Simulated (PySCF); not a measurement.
dimethyl ether (C₂H₆O), SMILES O(C)C. The structure is a stationary point at PBE-D3(BJ)/def2-TZVP.

Question: Give the equilibrium geometry at PBE-D3(BJ)/def2-TZVP (PySCF confirms it by a frequency run) as Cartesian coordinates in Å, and its point group. (An estimate is asked for; the answer gives what the named calculation found.)

Answer: point group C2v.
```xyz
9

C      1.1699     0.0000    -0.1978
O      0.0000     0.0000     0.5985
C     -1.1699     0.0000    -0.1978
H      1.2221    -0.8974    -0.8454
H      1.2221     0.8974    -0.8454
H      2.0302     0.0000     0.4838
H     -1.2221    -0.8974    -0.8454
H     -2.0302     0.0000     0.4838
H     -1.2221     0.8974    -0.8454
```
